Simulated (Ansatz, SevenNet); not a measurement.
# Zinc-blende InSb: properties by level of theory

Reference values: lattice constant a 6.468 Å (measured, static lattice: zero-point anharmonic expansion removed; as tabulated in Mejia-Rodriguez and Trickey (2018), arXiv:1807.09216); formation enthalpy -0.16 eV/atom (measured, 298 K, not corrected to a static lattice; as tabulated in Zhang et al. (2018), doi:10.1038/s41524-018-0065-z).

```csv
level (code),lattice constant a (Å),enthalpy of formation (eV/atom)
SevenNet-l3i5,6.644,-0.113
PBEsol (Ansatz),6.519,-0.078
revPBE (Ansatz),6.694,-0.151
RPBE (Ansatz),6.717,-0.160
r²SCAN-D4 (Ansatz),6.531,-0.225
```

Differences from the reference values (errors of the level alone only where the reference is corrected to a static lattice):

```tsv
level	lattice constant a (%)	formation enthalpy (eV/atom)
SevenNet-l3i5	+2.72	+0.047
PBEsol	+0.79	+0.082
revPBE	+3.49	+0.009
RPBE	+3.85	0.000
r²SCAN-D4	+0.97	-0.065
```

Nearest: lattice constant a, PBEsol; formation enthalpy, RPBE or revPBE.

Machine-learned potentials (SevenNet-l3i5) are trained on DFT data: a solid inside that data is no test of them.

Caveats: an element that serves as reference has a cell well above its measured volume (revPBE, RPBE); the cell is over a tenth larger than the published one: the level's own overestimate first of all, though another phase or state, or a fault of the published cell, is possible (revPBE, RPBE). Ansatz's density-functional and Hartree–Fock values are scalar-relativistic unless marked +SOC, with PAW data made under PBE.

Differences are worked out from the printed values.

The computed numbers hold no vibrational or temperature effects.

Ansatz is a first-principles code.
